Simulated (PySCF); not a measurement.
Atom-mapped SMILES (the numbers label the heavy atoms): `[CH2:1]=[C:2]=[CH:3][CH:4]=[CH2:5]`; H(Xn) means a hydrogen on atom n. Ha(C5) is cis to C3; Hb(C5) is trans to C3.

GIAO shifts from PySCF 2.14.0 with density-fitted response routines on PBE0-D3(BJ)/def2-TZVP geometries (one conformer, non-relativistic, equivalent nuclei averaged), against TMS at the same level and in the same medium; PCM means IEF-PCM chloroform.

Measured (solution, not stated per compound (mostly CDCl3 or CCl4); Pretsch, Buehlmann, Badertscher, Structure Determination of Organic Compounds, 4th ed. (2009)): H(C4) 6.31, Hb(C5) 4.99, Ha(C5) 5.19 ppm.

Task: Which unscaled values do B97-2/pcSseg-2, gas; WP04/pcSseg-2, PCM; wB97X-D/pcSseg-2, PCM give, and how close are they?

Result: 
| atoms | measured | B97-2/pcSseg-2, gas | WP04/pcSseg-2, PCM | wB97X-D/pcSseg-2, PCM |
| --- | --- | --- | --- | --- |
| H(C4) | 6.31 | 6.57 | 6.35 | 6.74 |
| Hb(C5) | 4.99 | 5.18 | 5.11 | 5.40 |
| Ha(C5) | 5.19 | 5.40 | 5.32 | 5.63 |

Mean absolute error for 1H: B97-2/pcSseg-2, gas 0.22, WP04/pcSseg-2, PCM 0.10, wB97X-D/pcSseg-2, PCM 0.43 ppm.
